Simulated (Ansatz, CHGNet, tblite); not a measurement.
C axis length of 2H MoSe2: levels of theory against measurement

Reference value: 12.927 Å (measured, 300 K, not corrected to a static lattice; as tabulated in arXiv:1605.07067).

```json
[
 {"level (code)": "GFN2-xTB (tblite)", "value (Å)": "12.878"},
 {"level (code)": "CHGNet 0.3.0", "value (Å)": "17.973"},
 {"level (code)": "LDA (Ansatz)", "value (Å)": "12.742"},
 {"level (code)": "PBE (Ansatz)", "value (Å)": "15.036"},
 {"level (code)": "HSE06-D3(BJ) (Ansatz)", "value (Å)": "[?]"}
]
```

### Question
Complete the blanks.

### Answer

- HSE06-D3(BJ) (Ansatz, a program for electronic structure), value (Å): 12.496

Differences against the reference: GFN2-xTB -0.38 %, CHGNet 0.3.0 +39 %, LDA -1.43 %, PBE +16.3 %, HSE06-D3(BJ) -3.33 %.

Leaving aside CHGNet 0.3.0 (doubt noted below): The reference is not for a static lattice or low temperature, so close values are not ranked against it. Off by more than 1.75 %, or 2.45 % on the side where a correction would as a rule narrow the miss (bounds picked here): PBE (+16.3 %), HSE06-D3(BJ) (-3.33 %).

The measured value isn't corrected to a static lattice, so vibrations enter the comparison. The crystal itself was run without spin with LDA, PBE; a magnetic state was not tried in these runs. GFN2-xTB: the method was fitted mainly to molecules. GFN2-xTB: the run uses a supercell at the zone centre in place of a k mesh. CHGNet 0.3.0: the cell has another shape than the first-principles one, perhaps another minimum in the same group. CHGNet 0.3.0: the cell moved over 20 % in volume from its start. LDA: LDA has no dispersion term either, though it tends to give short spacings of layers, chains or molecules. PBE: for a layered or molecular solid the relaxed cell lies over 5 % above the published volume, where the minimum can be shallow. PBE: the cell comes from a level without a dispersion term, which matters for the spacing of layers, chains or molecules. Cutoffs and k meshes differ between the levels. Ansatz's density-functional and Hartree–Fock values are scalar-relativistic unless marked +SOC, with PAW data made under PBE.

Machine-learned potentials (CHGNet 0.3.0) are trained on DFT data: a solid inside that data is no test of them.

Differences are worked out from the printed values.
